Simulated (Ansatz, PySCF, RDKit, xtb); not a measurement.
**Al2SiH6: from the formula to a structure**

Only the formula Al2SiH6 is given. Aim: find the structure of lowest free energy at 298.15 K, then its properties.

Plan: many cheap relaxations first (GFN2-xTB), then density-functional screening, relaxation at BLYP-D3(BJ)/def2-SVP, vibrations and a final energy. The numbers are computed, not measured.

7 further runs of the same task are left out: 7 set aside as unsound or not needed.

### 1 Candidates

All bonding patterns within simple valence rules are listed by program: one Lewis structure each, at most two rings and one unusual centre or charged pair. O–O, O–halogen and N–halogen bonds and N–N–N chains are not drawn. That gives 6 candidates.

```csv
label,SMILES,spin
c002,[AlH2][SiH+][AlH3-],singlet
c191,[AlH2][AlH2-][SiH2+],singlet
c391,[AlH+][AlH2-][SiH3],singlet
c537,[AlH2][AlH][SiH3],singlet
c583,[AlH3-][Al+][SiH3],singlet
c684,[AlH2][SiH2][AlH2],singlet
```

Candidates are built by distance geometry, with a force field where one applies, in up to four conformers (letters a to d). 6 starts with atoms placed at random are added, to find patterns that the rules miss.

Q: Predict the outcome of this search (final energies at CCSD(T)/def2-TZVP).

| quantity | value |
| --- | --- |
| lowest structure found | [AlH2][SiH2][AlH2], singlet, C2v |
| next finalist | [AlH+][AlH2-][SiH3], singlet, 11.1 kcal/mol higher in G |
| share at equilibrium, among the finalists | 100.0 % |
| harmonic wavenumbers, lowest and highest (BLYP-D3(BJ)/def2-SVP) | 62 and 2117 cm⁻¹ |
| rotational constants, same geometry | 0.3082, 0.06315, 0.05613 cm⁻¹ |
| dipole moment (PBE0/def2-TZVPD) | 0.18 D |
| HOMO energy (PBE0/def2-TZVPD) | -7.14 eV |
| LUMO energy (PBE0/def2-TZVPD) | -2.48 eV |
| HOMO–LUMO gap (PBE0/def2-TZVPD) | 4.65 eV |
| lowest excitation (TD-B3LYP/def2-SVPD) | 3.59 eV (f = 0.052) |
| lowest triplet excitation, same level, Tamm-Dancoff | 2.90 eV |
| vertical ionisation energy | 8.89 eV |
| vertical electron affinity | 1.14 eV |
| vertical triplet less singlet | +2.84 eV |

`[AlH2][SiH2][AlH2]` comes out lowest. The margin of 11.1 kcal/mol over the next finalist is beyond the usual error of the last level; it says nothing of structures that weren't ranked. HF/STO-3G, r2SCAN-D4/def2-SVP, BLYP-D3(BJ)/def2-SVP, HF/def2-TZVP and MP2/def2-TZVP already put its bonding pattern lowest among the structures in one piece; GFN2-xTB favours the singlet [AlH2]1[AlH3][SiH]1 ‡ (c191a, not a finalist). The search is not exhaustive (a finite list of starts, one conformer a finalist), so a lower isomer can't be ruled out. Patterns outside the rules of the enumeration were met only by chance.

‡ marks the bonded skeleton alone, with all bonds drawn single: no Lewis structure was assigned that passes a check against the bond lengths.
